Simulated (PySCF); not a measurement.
**3-pentyn-1-ol (SMILES CC#CCCO)**

Molfile (atoms numbered from 1):
```
C5H8O
     RDKit          3D

 14 13  0  0  0  0  0  0  0  0999 V2000
    3.2178   -0.2416    0.0853 C   0  0  0  0  0  0  0  0  0  0  0  0
    1.8322    0.1888   -0.0144 C   0  0  0  0  0  0  0  0  0  0  0  0
    0.6824    0.5636   -0.1028 C   0  0  0  0  0  0  0  0  0  0  0  0
   -0.7156    0.9628   -0.1901 C   0  0  0  0  0  0  0  0  0  0  0  0
   -1.6843   -0.1321    0.2656 C   0  0  0  0  0  0  0  0  0  0  0  0
   -3.0176    0.2877    0.2197 O   0  0  0  0  0  0  0  0  0  0  0  0
    3.3964   -0.8008    1.0171 H   0  0  0  0  0  0  0  0  0  0  0  0
    3.4952   -0.8962   -0.7558 H   0  0  0  0  0  0  0  0  0  0  0  0
    3.9028    0.6208    0.0776 H   0  0  0  0  0  0  0  0  0  0  0  0
   -0.9554    1.2447   -1.2321 H   0  0  0  0  0  0  0  0  0  0  0  0
   -0.8988    1.8631    0.4205 H   0  0  0  0  0  0  0  0  0  0  0  0
   -1.5077   -1.0479   -0.3320 H   0  0  0  0  0  0  0  0  0  0  0  0
   -1.4669   -0.3927    1.3126 H   0  0  0  0  0  0  0  0  0  0  0  0
   -3.2576    0.4260   -0.7022 H   0  0  0  0  0  0  0  0  0  0  0  0
  1  2  1  0
  2  3  3  0
  3  4  1  0
  4  5  1  0
  5  6  1  0
  1  7  1  0
  1  8  1  0
  1  9  1  0
  4 10  1  0
  4 11  1  0
  5 12  1  0
  5 13  1  0
  6 14  1  0
M  END
```

Method: PySCF 2.14.0, quadratic response CAM-B3LYP/def2-TZVPD first hyperpolarisability, Taylor convention, gas phase. Geometry: PBE0-D3(BJ)/def2-SVP.

Q: Give the tensor of the second harmonic β(−2ω;ω,ω) at 1064 nm in the axes of these coordinates.

A: In au, Taylor convention; rows are the first index (the induced dipole):
|  | xx | yy | zz | xy | xz | yz |
| --- | --- | --- | --- | --- | --- | --- |
| x | -74.4 | +5.3 | +5.9 | +1.7 | +15.0 | -7.3 |
| y | +2.3 | +0.7 | +6.4 | +4.9 | -7.2 | +7.5 |
| z | +14.5 | +7.1 | +4.7 | -7.2 | +5.5 | +6.3 |

Norm of βᵢ = ⅓ Σⱼ (βᵢⱼⱼ + βⱼᵢⱼ + βⱼⱼᵢ): 69.8 au, hyper-Rayleigh value 32.2 au.
